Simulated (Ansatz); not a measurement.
Energy needed to pull apart CH3BO (SMILES B1CO1), singlet, into free ground-state atoms, from the structure below (displaced at random from a GFN2-xTB minimum); no zero-point or spin–orbit terms; open-shell atoms are treated unrestricted, in their ground-state multiplicity.

```xyz
6
angstrom
B -0.7353 -0.4276 -0.3764
C 0.5520 0.1656 0.2751
O -0.6119 0.8915 -0.1016
H -1.3785 -1.0821 -0.7801
H 1.4297 0.4240 -0.3821
H 0.7305 0.0877 1.3859
```

Program: Ansatz 0.2.0. Basis: def2-TZVPP. Cores are frozen in the correlated methods.

| method | atomization energy (eV) |
| --- | --- |
| PBE-D4 | 24.60 |
| r2SCAN-D4 | ? |
| PBE0-D4 | 23.98 |
| LC-wPBE | 23.98 |
| wB97X-V | 23.88 |
| wB97M-V | 24.00 |
| HF | 17.06 |
| MP2 | ? |
| CCSD | 22.71 |
| CCSD(T) | 23.12 |

(1) What does MP2 give? (Judge from chemistry; the value comes from the calculation.)

(2) What does r2SCAN-D4 give? (An estimate is asked for; the value comes from the calculation.)

T1 diagnostic: at most 0.017.

## Answers

(1) The calculation gives: 23.79 eV, which is about 0.67 eV more than CCSD(T)/def2-TZVPP.

(2) By the calculation: 24.04 eV, which is about 0.92 eV more than CCSD(T)/def2-TZVPP.

In triple zeta the MP2 and coupled-cluster atomization energies are still short of their basis limit by a few kcal/mol a bond, whereas those of the functionals are nearly converged, so these differences are not deviations from converged CCSD(T).

For scale, one of the runs: CCSD(T)/def2-TZVPP forces, 135 basis functions (an equivalent command: `ansatz run in.yaml --threads 4`). The run took 22 s on 4 CPU threads (shared host), with 1.4 GiB of host memory at its peak.
